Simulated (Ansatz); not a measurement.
# CH₄ (triplet): the correlation ladder at distance H1–H2 along a hydrogen transfer = 0.969 Å, 6-31G

How much of the correlation energy of CH₄ (triplet) does each wave-function method recover here?

The runs use Ansatz 0.2.0, Gaussian basis; 6-31G, core rule «outside noble gas», up to 1 orbitals frozen.

Plan: UHF; CCSD(T) on ROHF; CCSD(T) on UHF; BCCD(T) on ROHF; CISD; CCSDT(Q) on ROHF; CCSDT(Q) on UHF; CISDTQ; CCSDTQ on ROHF; CCSDTQ on UHF; CASSCF and MRCISD+Q, 4 electrons in 4 orbitals; CASSCF and NEVPT2, 4 electrons in 4 orbitals; CASSCF and MRCISD+Q, 8 electrons in 8 orbitals; CASSCF and MRCISD+Q(relaxed), 8 electrons in 8 orbitals; CASSCF and NEVPT2, 8 electrons in 8 orbitals; Full CI.

7 further runs of the same task are left out: 5 that didn't finish, 2 set aside as unsound or not needed.

### Step 1. The system

The geometry derives from fragments relaxed apart (PBE0/def2-TZVP) and kept rigid, so it is no stationary point. A hydrogen atom is moved between rigid fragments.

5 atoms, charge 0, spin multiplicity 3.

Atoms are counted from 1 here; the program's logs count them from 0.

Bond lengths: C3–H4 1.079 Å, C3–H5 1.079 Å. Angles: H4–C3–H5 134.8°.

### Step 2. UHF

File in.yaml:

```yaml
crystal:
  periodic: [false, false, false]
  atoms:
    - {symbol: H, position_ang: [-2.174659, 0.000000, 0.000000]}
    - {symbol: H, position_ang: [-1.205659, 0.000000, 0.000000]}
    - {symbol: C, position_ang: [0.183341, 0.000000, 0.000000]}
    - {symbol: H, position_ang: [0.597809, 0.000000, 0.996161]}
    - {symbol: H, position_ang: [0.597809, 0.000000, -0.996161]}
basis:
  gaussian: {orbitals: 6-31G}
magnetization: {spin_polarized: true, initial_magnetization: 2}
hamiltonian: {xc: hf}
output: {orbitals: {seedname: orbitals}}
```

Launch:

```sh
ansatz run in.yaml --threads 1 --pin off --events-out ev --progress --plain --max-ram 2393MiB
```

After this run come: CCSD(T) on ROHF; CCSD(T) on UHF; BCCD(T) on ROHF; CISD; CCSDT(Q) on ROHF; CCSDT(Q) on UHF; CISDTQ; CCSDTQ on ROHF; CCSDTQ on UHF; CASSCF and MRCISD+Q, 4 electrons in 4 orbitals; CASSCF and NEVPT2, 4 electrons in 4 orbitals; CASSCF and MRCISD+Q, 8 electrons in 8 orbitals; CASSCF and MRCISD+Q(relaxed), 8 electrons in 8 orbitals; CASSCF and NEVPT2, 8 electrons in 8 orbitals; Full CI.

**Question.** What will the summary of the whole plan be? Wanted: FCI below the RHF energy; RMP2 from FCI; UMP2 from FCI; RCCSD from FCI; RCCSD(T) from FCI; UCCSD(T) from FCI; RCCSDT(Q) from FCI; UCCSDT(Q) from FCI; NEVPT2 pair from FCI.

As calculated:

```
                         quantity                                                                                                                                                                    value
         FCI below the RHF energy                                                                                                                                                               -3.2143 eV
                    RMP2 from FCI                                                                                                                                                               +721.2 meV
                    UMP2 from FCI                                                                                                                                                               +690.0 meV
                   RCCSD from FCI                                                                                                                                                                +50.0 meV
                RCCSD(T) from FCI                                                                                                                                                                +11.2 meV
                UCCSD(T) from FCI                                                                                                                                                                +11.6 meV
               RCCSDT(Q) from FCI                                                                                                                                                                 +0.3 meV
               UCCSDT(Q) from FCI                                                                                                                                                                 -0.2 meV
             NEVPT2 pair from FCI                                                                                                                                                               +504.1 meV
           MRCISD+Q pair from FCI                                                                                                                                                                 +7.4 meV
          NEVPT2 valence from FCI                                                                                                                                                               +250.8 meV
levels within 1 kcal/mol (43 meV)  RCCSD(T), UCCSD(T), BCCD(T), RCCSDT, UCCSDT, CISDTQ, RCCSDT(Q), UCCSDT(Q), RCCSDTQ, UCCSDTQ, MRCISD+Q pair, MRCISD valence, MRCISD+Q valence, MRCISD+Q(relaxed) valence
                    T1 diagnostic                                                                                                                                                                    0.031
   effectively unpaired electrons                                                                                                                                                                     2.03
```

In words: RCCSD(T) misses by +11.2 meV, 0.3 % of the correlation energy. One determinant dominates. Of the multireference levels listed MRCISD+Q(relaxed) valence comes nearest in total energy (-1.3 meV), which doesn't show that its space is the better one. These misses are within one basis, not against nature; the frozen cores of restricted and unrestricted runs differ, which can shift their rows.
